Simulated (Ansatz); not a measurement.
Two shapes of doublet CO2(+).

Shape 1:

```xyz
3

O     0.0000    0.0000   -1.2947
C     0.0000    0.0000    0.0000
O     0.0000    0.0000    1.2947
```

Shape 2:

```xyz
3

O     0.0000    0.0000   -1.2358
C     0.0000    0.0000    0.0000
O     0.0000    0.0000    1.2358
```

Basis set: def2-SVP (spherical functions). Correlated methods keep 3 orbitals frozen. Correlation on ROHF uses semicanonical orbitals with singles. Charge 1, multiplicity 2.

Computed with Ansatz (development build ahead of 0.2.0); each method stands on the lowest determinant of its kind that the runs found.

Q: Which shape is lower in energy, and by how much in each method?

A:

```json
{"method": "ROHF", "E(2) − E(1) (eV)": "-1.110"}
{"method": "UHF", "E(2) − E(1) (eV)": "-0.921"}
{"method": "ROHF-CCSD(T)", "E(2) − E(1) (eV)": "-0.707"}
{"method": "UHF-CCSD(T)", "E(2) − E(1) (eV)": "-0.715"}
```

Shape 2 is lower. Caution for ROHF, ROHF-CCSD(T): an unrestricted determinant lies well below; the determinant may break the point group. Caution for UHF, UHF-CCSD(T): the unrestricted determinant is spin contaminated.
